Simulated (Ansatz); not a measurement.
**triplet C₂O: levels of theory in one basis**

```yaml
atoms:
  - { symbol: C, position_ang: [0.0000, 0.0000, -1.4332] }
  - { symbol: C, position_ang: [0.0000, 0.0000, 0.0000] }
  - { symbol: O, position_ang: [0.0000, 0.0000, 1.2274] }
```

Basis set: def2-SVP (spherical functions). Left uncorrelated: 3 orbitals. Correlation on ROHF uses semicanonical orbitals with singles. Charge 0, multiplicity 3.

Computed with Ansatz (development build ahead of 0.2.0); each method stands on the lowest determinant of its kind that the runs found.

```json
{"method": "ROHF", "E − E(ROHF) (eV)": "0.00", "<S²> of the determinant": "–"}
{"method": "UHF", "E − E(ROHF) (eV)": "-0.29", "<S²> of the determinant": "2.08"}
{"method": "ROHF-MP2", "E − E(ROHF) (eV)": "-10.83", "<S²> of the determinant": "–"}
{"method": "ROHF-CCSD(T)", "E − E(ROHF) (eV)": "-11.70", "<S²> of the determinant": "–"}
{"method": "UHF-CCSD(T)", "E − E(ROHF) (eV)": "-11.68", "<S²> of the determinant": "2.08"}
```

(1) What does UHF-MP2 give on the same scale?

(2) Is a single determinant a sound starting point here?

## Answers

(1) -10.69 eV.

(2) By this sign, yes. Unrestricted orbitals gain 0.29 eV and <S²> is 2.08 against 2.00 for a pure state.
